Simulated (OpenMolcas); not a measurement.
**PH3 (phosphine) at HF/ANO-RCC-VDZ (DKH2, Cholesky decomposition, electric field 0.005 a.u., field axis y)**

We compute the energy of PH3 (phosphine). 

The calculation is run with OpenMolcas 26.06.

8 further runs of the same task are left out: 1 that didn't finish, 7 set aside as unsound or not needed.

### Step 1. The structure to begin with

The species is PH3 (4 atoms), meant as a singlet with charge 0. As SMILES, `P`. The shape is that of a PBE0-D4/def2-TZVP optimisation.

Bond lengths: P1–H2 1.420 Å, P1–H3 1.420 Å, P1–H4 1.420 Å. Angles: H2–P1–H3 93.1°, H2–P1–H4 93.1°, H3–P1–H4 93.1°.

### Step 2. A single-point energy at HF/ANO-RCC-VDZ (DKH2, Cholesky decomposition, electric field 0.005 a.u., field axis y)

File job.input:

```
&GATEWAY
  COORD
  4
  bohr
  P      0.65384524    -0.61699558    -0.62890085
  H      1.19222821    -0.06425069     1.94074873
  H     -1.90011962    -1.25288842    -0.10809233
  H      0.05423514     1.93413469    -1.20356657
  BASIS
  ANO-RCC-VDZ
  GROUP
  NoSym

&SEWARD
  LOW

&FFPT
  DIPOLE
  Y -0.005

&SCF
  PRORBITALS
  0
```

Launch:

```console
$ export MOLCAS_MEM=1860
$ pymolcas job.input > job.log
```

Q: Predict the results. Wanted: total energy; dipole moment; HOMO–LUMO gap.

**Answer.** As computed:

At HF/ANO-RCC-VDZ (DKH2, Cholesky decomposition, electric field 0.005 a.u., field axis y):

```
     quantity          value
 total energy  -343.24322 Eh
dipole moment         1.29 D
HOMO–LUMO gap       12.62 eV
```
